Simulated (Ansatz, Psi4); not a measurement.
Torsional profile of CH₂O₂, SMILES OC=O, singlet. Scanned: dihedral O3–C2–O1–H4; all other coordinates were relaxed at B3LYP-D3(BJ)/def2-SVP. Points at φ and −φ are mirror images.

Atom numbering (GFN2-xTB optimised geometry, Å):
```
5

O      0.7790    -0.5451    -0.0365
C     -0.4206     0.0088     0.0129
O     -0.6433     1.1800     0.0476
H      1.4746     0.1348    -0.0413
H     -1.1897    -0.7785     0.0173
```

- PBE/def2-TZVP // B3LYP-D3(BJ)/def2-SVP (Psi4)
- PBE-D3(BJ)/def2-TZVP // B3LYP-D3(BJ)/def2-SVP (Psi4)
- wB97X-D/def2-TZVP // B3LYP-D3(BJ)/def2-SVP (Psi4)
- CCSD(T)/cc-pVTZ = Ansatz (a first-principles code) with CCSD(T) on RHF/cc-pVTZ, frozen core // B3LYP-D3(BJ)/def2-SVP

Energies relative to the lowest point of each profile, in kJ/mol; the last columns give the difference from CCSD(T):

```
φ / °  PBE/def2-TZVP  PBE-D3(BJ)/def2-TZVP  wB97X-D/def2-TZVP  CCSD(T)/cc-pVTZ  PBE/def2-TZVP − CCSD(T)/cc-pVTZ  PBE-D3(BJ)/def2-TZVP − CCSD(T)/cc-pVTZ  wB97X-D/def2-TZVP − CCSD(T)/cc-pVTZ
-----  -------------  --------------------  -----------------  ---------------  -------------------------------  --------------------------------------  -----------------------------------
-160            21.6                  21.7               22.8             22.9                             -1.3                                    -1.2                                 -0.1
-140            33.6                  33.6               33.8             33.5                              0.1                                     0.2                                  0.3
-120            48.2                  48.2               46.8             45.8                              2.3                                     2.4                                  1.0
-100            57.6                  57.6               54.9             53.5                              4.1                                     4.1                                  1.4
-80             54.9                  55.0               52.4             51.0                              3.9                                     3.9                                  1.3
-60             40.7                  40.7               39.1             38.3                              2.4                                     2.4                                  0.8
-40             21.7                  21.7               21.1             20.7                              1.0                                     1.0                                  0.4
-20              6.1                   6.1                5.9              5.8                              0.2                                     0.2                                  0.1
0                0.0                   0.0                0.0              0.0                              0.0                                     0.0                                  0.0
20               6.1                   6.1                5.9              5.8                              0.2                                     0.2                                  0.1
40              21.7                  21.7               21.1             20.7                              1.0                                     1.0                                  0.4
60              40.7                  40.7               39.1             38.3                              2.4                                     2.4                                  0.8
80              54.9                  55.0               52.4             51.0                              3.9                                     3.9                                  1.3
100             57.6                  57.6               54.9             53.5                              4.1                                     4.1                                  1.4
120             48.2                  48.2               46.8             45.8                              2.3                                     2.4                                  1.0
140             33.6                  33.6               33.8             33.5                              0.1                                     0.2                                  0.3
160             21.6                  21.7               22.8             22.9                             -1.3                                    -1.2                                 -0.1
180             17.0                  17.1               18.6             18.8                             -1.8                                    -1.7                                 -0.2
```

PBE/def2-TZVP is furthest from CCSD(T)/cc-pVTZ at -100 (4.1 kJ/mol, above); its mean absolute difference over the points is 1.8 kJ/mol.

PBE-D3(BJ)/def2-TZVP is furthest from CCSD(T)/cc-pVTZ at -100 (4.1 kJ/mol, above); its mean absolute difference over the points is 1.8 kJ/mol.

wB97X-D/def2-TZVP is furthest from CCSD(T)/cc-pVTZ at -100 (1.4 kJ/mol, above); its mean absolute difference over the points is 0.6 kJ/mol.
